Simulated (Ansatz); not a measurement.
# [H···H···Cl], doublet: the ladder up to full CI

Geometry: a point of a hydrogen-transfer path between rigid fragments, not a stationary point.

```xyz
3

H     0.0000    0.0000   -1.0820
H     0.0000    0.0000   -0.2470
Cl    0.0000    0.0000    1.3290
```

Basis 6-31G; Ansatz 0.2.0. Only valence electrons are correlated (noble-gas cores frozen), which leaves 9 electrons in 12 orbitals. R marks a restricted (for open shells ROHF) determinant, U an unrestricted one. Active spaces: pair = (3e, 3o) about the gap; valence = (9e, 6o) chosen from the atoms' valence shells.

Full CI is exact within this basis and frozen core; it isn't the basis-set limit. The frozen core follows each run's orbitals, which can shift R against U totals by a few meV.

For open shells CISD and CISDTQ are restricted-active-space CI with the open shells as a complete middle space.

* UHF ⟨S²⟩: 0.779
* T1 diagnostic (RCCSD): 0.0247
* largest doubles amplitude (RCCSD): 0.081
* T1 diagnostic (UCCSD): 0.0120

```
   level  E − E(RHF) (eV)
     UHF          -0.1953
    RMP2          -1.4739
    UMP2          -1.5004
   RCCSD          -1.8845
   UCCSD          -1.8864
RCCSD(T)          -1.9002
UCCSD(T)          -1.9003
```

(1) Estimate how far full CI in 6-31G lies from RCCSD(T). The table doesn't fix it; the size of (T) and the diagnostics are the guide.

(1) Full CI in 6-31G lies 0.15 mEh below RCCSD(T), which is 26 % of the (T) step (-0.58 mEh). The diagnostics give no warning, yet the rest is a sizeable part of (T).

The other levels:

```csv
level,E − E(full CI) (mEh),share of correlation (%),wall time
CISD,2.63,96.24,0.3 s
BCCD(T),0.16,99.77,0.67 s
RCCSDT,0.03,99.96,–
UCCSDT,0.02,99.97,–
CISDTQ,0.05,99.93,1.2 s
RCCSDT(Q),0.01,99.99,3.4 s
UCCSDT(Q),0.00,100.00,2.6 s
RCCSDTQ,0.00,100.00,19 s
UCCSDTQ,0.00,100.00,19 s
CASSCF (pair space),44.53,36.37,–
NEVPT2 (pair space),7.98,88.60,0.3 s
MRCISD (pair space),1.70,97.57,–
MRCISD+Q (pair space),0.75,98.92,0.46 s
CASSCF (valence space),43.17,38.31,–
NEVPT2 (valence space),12.13,82.66,0.3 s
MRCISD (valence space),1.59,97.73,–
MRCISD+Q (valence space),0.70,98.99,0.72 s
```

The correlation energy at full CI, counted from RHF, is -1.904 eV. That run took 1.6 s on 1 thread of Intel Xeon Platinum 8488C, shared host over 97,616 determinants.

Times hold each run's SCF and search for its determinant on a shared host, so for small cases they say little of a method's own cost; they ran on 1 thread of Intel Xeon Platinum 8488C.

The full-CI state has the irrep A1 of C2v, in the program's axes (one component, if the state is degenerate).

Natural occupations of full CI about the gap: 1.992 1.988 1.988 1.962 1.000 0.031 0.011 0.011 0.007 0.004; effectively unpaired electrons, Σ n²(2−n)², 1.01.
